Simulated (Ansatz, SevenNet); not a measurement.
For rock-salt LiCl, the machine-learned potential SevenNet-0 (trained on PBE and PBE+U data) gives:

- elastic constant C11: 66.4 GPa
- elastic constant C44: 25.4 GPa
- Voigt–Reuss–Hill shear modulus: 22.3 GPa

### Question
What does Hartree–Fock in Ansatz (PAW) give for the same quantities?

### Answer

- elastic constant C11: 41.7 GPa (decreases by 37 %)
- elastic constant C44: 27.0 GPa (increases by 6.3 %)
- Voigt–Reuss–Hill shear modulus: 17.5 GPa (falls by 22 %)

For comparison: elastic constant C11 58.6 GPa (measured, 4 K, not corrected to a static lattice; as tabulated in Harker's crystal data pages); elastic constant C44 26.7 GPa (measured, 4 K, not corrected to a static lattice; as tabulated in Harker's crystal data pages).

Changes are worked out from the printed values.

Unless a cell is named, each level is at its own relaxed cell (SevenNet-0 16.94, Hartree–Fock 18.21 Å³/atom).

Ansatz's density-functional and Hartree–Fock values are scalar-relativistic unless marked +SOC, with PAW data made under PBE.

Ansatz is a program for electronic structure.
